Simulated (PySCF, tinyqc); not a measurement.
Worked calculation: CCD on RHF in the sto-3g basis, for CH+, spin multiplicity 1. The lowest restricted solution is unstable here: a spin-polarised one lies 0.0082 hartree lower (PySCF). One step of it, computed by the program tinyqc.

Problem. Iteration 1: building the Fock matrix. J_ij = sum D_kl (ij|kl), K_ij = sum D_kl (ik|jl); F = H + J - 0.5 K; E = tr D H + tr D J / 2 - 0.25 tr D K + E_nn.

D at the start, order 1C 1s, 1C 2s, 1C 2px, 1C 2py, 1C 2pz, 2H 1s:
$$\begin{pmatrix}
2.135925 & -0.552860 & 0.000000 & 0.000000 & -0.025860 & 0.054166 \\
-0.552860 & 2.246062 & 0.000000 & 0.000000 & 0.130662 & -0.210313 \\
0.000000 & 0.000000 & 0.000000 & 0.000000 & 0.000000 & 0.000000 \\
0.000000 & 0.000000 & 0.000000 & 0.000000 & 0.000000 & 0.000000 \\
-0.025860 & 0.130662 & 0.000000 & 0.000000 & 2.146697 & -0.267596 \\
0.054166 & -0.210313 & 0.000000 & 0.000000 & -0.267596 & 0.050183
\end{pmatrix}$$

core Hamiltonian H = T + V (hartree), order 1C 1s, 1C 2s, 1C 2px, 1C 2py, 1C 2pz, 2H 1s:
$$\begin{pmatrix}
-18.127073 & -4.368884 & 0.000000 & 0.000000 & -0.009597 & -0.489176 \\
-4.368884 & -5.081164 & 0.000000 & 0.000000 & -0.108587 & -1.298372 \\
0.000000 & 0.000000 & -4.011288 & 0.000000 & 0.000000 & 0.000000 \\
0.000000 & 0.000000 & 0.000000 & -4.011288 & 0.000000 & 0.000000 \\
-0.009597 & -0.108587 & 0.000000 & 0.000000 & -4.078958 & -1.213484 \\
-0.489176 & -1.298372 & 0.000000 & 0.000000 & -1.213484 & -2.648223
\end{pmatrix}$$

Two-electron integrals (ij|kl) in chemists' order, unique and non-zero (hartree):
```
(11|11) 3.541948   (21|11) 0.576921   (21|21) 0.111888   (22|11) 0.854682
(22|21) 0.205284   (22|22) 0.624709   (31|31) 0.020296   (32|31) 0.030858
(32|32) 0.137996   (33|11) 0.852436   (33|21) 0.205335   (33|22) 0.624568
(33|33) 0.672833   (41|41) 0.020296   (42|41) 0.030858   (42|42) 0.137996
(43|43) 0.036269   (44|11) 0.852436   (44|21) 0.205335   (44|22) 0.624568
(44|33) 0.600295   (44|44) 0.672833   (51|51) 0.020296   (52|51) 0.030858
(52|52) 0.137996   (53|53) 0.036269   (54|54) 0.036269   (55|11) 0.852436
(55|21) 0.205335   (55|22) 0.624568   (55|33) 0.600295   (55|44) 0.600295
(55|55) 0.672833   (61|11) 0.064066   (61|21) 0.012359   (61|22) 0.022671
(61|33) 0.022602   (61|44) 0.022602   (61|51) 0.000711   (61|52) 0.001345
(61|55) 0.022817   (61|61) 0.001392   (62|11) 0.184289   (62|21) 0.045007
(62|22) 0.154924   (62|33) 0.150983   (62|44) 0.150983   (62|51) 0.004219
(62|52) 0.031662   (62|55) 0.162646   (62|61) 0.005185   (62|62) 0.054980
(63|31) 0.004151   (63|32) 0.023119   (63|53) 0.005856   (63|63) 0.005988
(64|41) 0.004151   (64|42) 0.023119   (64|54) 0.005856   (64|64) 0.005988
(65|11) 0.170615   (65|21) 0.042151   (65|22) 0.153834   (65|33) 0.146372
(65|44) 0.146372   (65|51) 0.007477   (65|52) 0.051444   (65|55) 0.168576
(65|61) 0.005031   (65|62) 0.064605   (65|65) 0.080522   (66|11) 0.363468
(66|21) 0.090178   (66|22) 0.354895   (66|33) 0.337889   (66|44) 0.337889
(66|51) 0.009175   (66|52) 0.095825   (66|55) 0.388404   (66|61) 0.010457
(66|62) 0.171217   (66|65) 0.220798   (66|66) 0.774606
```

nuclear repulsion = 2.19272325 hartree

Give: Coulomb J; exchange K; Fock matrix F; total energy of this density.

Solution.

Coulomb J (hartree), order 1C 1s, 1C 2s, 1C 2px, 1C 2py, 1C 2pz, 2H 1s:
$$\begin{pmatrix}
10.533 & 1.975 & 0.000 & 0.000 & 0.002 & 0.219 \\
1.975 & 4.215 & 0.000 & 0.000 & -0.001 & 1.000 \\
0.000 & 0.000 & 4.163 & 0.000 & 0.000 & 0.000 \\
0.000 & 0.000 & 0.000 & 4.163 & 0.000 & 0.000 \\
0.002 & -0.001 & 0.000 & 0.000 & 4.304 & 0.980 \\
0.219 & 1.000 & 0.000 & 0.000 & 0.980 & 2.182
\end{pmatrix}$$

exchange K (hartree), order 1C 1s, 1C 2s, 1C 2px, 1C 2py, 1C 2pz, 2H 1s:
$$\begin{pmatrix}
7.224 & 1.220 & 0.000 & 0.000 & 0.001 & 0.143 \\
1.220 & 1.637 & 0.000 & 0.000 & 0.003 & 0.355 \\
0.000 & 0.000 & 0.385 & 0.000 & 0.000 & 0.000 \\
0.000 & 0.000 & 0.000 & 0.385 & 0.000 & 0.000 \\
0.001 & 0.003 & 0.000 & 0.000 & 1.657 & 0.311 \\
0.143 & 0.355 & 0.000 & 0.000 & 0.311 & 0.160
\end{pmatrix}$$

Fock matrix F (hartree), order 1C 1s, 1C 2s, 1C 2px, 1C 2py, 1C 2pz, 2H 1s:
$$\begin{pmatrix}
-11.206 & -3.004 & 0.000 & 0.000 & -0.008 & -0.342 \\
-3.004 & -1.684 & 0.000 & 0.000 & -0.112 & -0.475 \\
0.000 & 0.000 & -0.041 & 0.000 & 0.000 & 0.000 \\
0.000 & 0.000 & 0.000 & -0.041 & 0.000 & 0.000 \\
-0.008 & -0.112 & 0.000 & 0.000 & -0.603 & -0.389 \\
-0.342 & -0.475 & 0.000 & 0.000 & -0.389 & -0.546
\end{pmatrix}$$

total energy of this density = -37.03189 hartree
